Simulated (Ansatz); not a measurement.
# PH (quintet): from Hartree-Fock to the top rungs, 6-31++G**

Aim: climb from Hartree-Fock through coupled cluster and multireference methods for PH (quintet) at one geometry and basis, and see what each rung misses.

Program: Ansatz 0.2.0, Gaussian basis. Level of theory: 6-31++G**, core rule «outside noble gas», up to 5 orbitals frozen. These are calculated values, not measurements.

The runs, in order: UHF; CCSD(T) on ROHF; CCSD(T) on UHF; BCCD(T) on ROHF; CISD; CCSDT(Q) on ROHF; CCSDT(Q) on UHF; CISDTQ; CASSCF and MRCISD+Q, 6 electrons in 5 orbitals; CASSCF and NEVPT2, 6 electrons in 5 orbitals; Full CI.

12 further runs of the same task are left out: 6 that didn't finish, 6 set aside as unsound or not needed.

### 1 The system

The geometry is a PBE0/def2-TZVPD stationary point (not a proven minimum) of the parent state, kept for this charge and spin.

2 atoms, charge 0, spin multiplicity 5.

Atoms are counted from 1 here; the program's logs count them from 0.

Bond lengths: P1–H2 1.559 Å.

Coordinates:

```xyz
2

P     0.00000    0.00000    0.00000
H     0.00000    0.00000    1.55860
```

### 2 UHF

in.yaml

```yaml
crystal:
  periodic: [false, false, false]
  atoms:
    - {symbol: P, position_ang: [0.000000, 0.000000, 0.000000]}
    - {symbol: H, position_ang: [0.000000, 0.000000, 1.558600]}
basis:
  gaussian: {orbitals: "6-31++G**"}
magnetization: {spin_polarized: true, initial_magnetization: 4}
hamiltonian: {xc: hf}
output: {orbitals: {seedname: orbitals}}
```

Run with:

```sh
ansatz run in.yaml --threads 1 --pin off --events-out ev --progress --plain --max-ram 2393MiB
```

After this run come: CCSD(T) on ROHF; CCSD(T) on UHF; BCCD(T) on ROHF; CISD; CCSDT(Q) on ROHF; CCSDT(Q) on UHF; CISDTQ; CASSCF and MRCISD+Q, 6 electrons in 5 orbitals; CASSCF and NEVPT2, 6 electrons in 5 orbitals; Full CI.

Q: Predict the results of all the runs planned. Wanted: FCI below the RHF energy; RMP2 from FCI; UMP2 from FCI; RCCSD from FCI; RCCSD(T) from FCI; UCCSD(T) from FCI; RCCSDT(Q) from FCI; UCCSDT(Q) from FCI; NEVPT2 valence from FCI.

As calculated:

```
                         quantity                                                                                        value
         FCI below the RHF energy                                                                                   -2.2557 eV
                    RMP2 from FCI                                                                              +11.68 kcal/mol
                    UMP2 from FCI                                                                              +12.01 kcal/mol
                   RCCSD from FCI                                                                               +1.17 kcal/mol
                RCCSD(T) from FCI                                                                               +0.29 kcal/mol
                UCCSD(T) from FCI                                                                               +0.27 kcal/mol
               RCCSDT(Q) from FCI                                                                               +0.01 kcal/mol
               UCCSDT(Q) from FCI                                                                                0.00 kcal/mol
          NEVPT2 valence from FCI                                                                              +12.21 kcal/mol
        MRCISD+Q valence from FCI                                                                               -0.32 kcal/mol
levels within 1 kcal/mol (43 meV)  RCCSD(T), UCCSD(T), BCCD(T), RCCSDT, UCCSDT, CISDTQ, RCCSDT(Q), UCCSDT(Q), MRCISD+Q valence
                    T1 diagnostic                                                                                        0.024
   effectively unpaired electrons                                                                                         4.01
```

RCCSD(T) lands +0.29 kcal/mol from the yardstick (0.5 % of the correlation energy). MRCISD+Q valence falls below full CI: the +Q correction isn't variational, and the cores differ from full CI's. One determinant dominates. Of the multireference levels listed MRCISD+Q valence comes nearest in total energy (-0.32 kcal/mol), which doesn't show that its space is the better one. These misses are within one basis, not against nature; the frozen cores of restricted and unrestricted runs differ, which can shift their rows.
